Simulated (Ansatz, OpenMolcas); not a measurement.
# Heat of formation of HOCN (cyanic acid) from total energies

The species is HOCN (4 atoms), meant as a singlet with charge 0. SMILES: `N#CO`. Geometry: relaxed at PBE0-D4/def2-TZVP.

Total energies at BLYP/cc-pVTZ (OpenMolcas 26.06); the atoms run unrestricted:

| species | state | energy (Eh) |
| --- | --- | --- |
| HOCN | singlet | -168.678932 |
| N | quartet | -54.586935 |
| C | triplet | -37.845500 |
| O | triplet | -75.080284 |
| H | doublet | -0.497555 |

Harmonic wavenumbers at PBE0-D4/def2-TZVP, in cm⁻¹: 470, 530, 1126, 1243, 2409, 3798.

Measured heats of formation of the gaseous atoms at 298.15 K, in kJ/mol: N 472.4, C 716.9, O 249.2, H 218.0. Spin-orbit lowering of the atoms at 298 K (mean of the ground term's levels less their thermal mean, from spectra), in kJ/mol: C 0.02, O 0.40. Take 1 Eh = 2625.50 kJ/mol, 1 cm⁻¹ = 0.0119627 kJ/mol, RT = 2.479 kJ/mol.

Task: Work out the heat of formation of the gas at 298 K.

Result: 
1. Electronic atomisation energy: (-54.586935) + (-37.845500) + (-75.080284) + (-0.497555) − (-168.678932) = 0.668658 Eh = 1755.6 kJ/mol.
2. Zero-point energy: half the sum of the wavenumbers, 4788 cm⁻¹ = 57.3 kJ/mol.
3. Thermal vibrational enthalpy, Σ hcν̃/(exp(hcν̃/kT) − 1): 1.3 kJ/mol. Translation, rotation and pV of a non-linear molecule: 4 RT = 9.9 kJ/mol.
4. The 4 free atoms carry 5/2 RT each: 24.8 kJ/mol.
5. Spin-orbit coupling lowers the free atoms by 0.02 + 0.40 = 0.4 kJ/mol.
6. Atomisation enthalpy at 298 K: 1755.6 − 0.4 − 57.3 − 1.3 − 9.9 + 24.8 = 1711.5 kJ/mol.
7. Sum of the atoms' heats of formation: 1656.5 kJ/mol. Heat of formation: 1656.5 − 1711.5 = -55.0 kJ/mol.

The tabulated value is -14.9 kJ/mol (Active Thermochemical Tables), so this level is off by -40.1 kJ/mol, or 2.4 % of the atomisation enthalpy. Gradient-corrected functionals often overbind somewhat. Anharmonicity and any spin-orbit splitting of the molecule are left out.
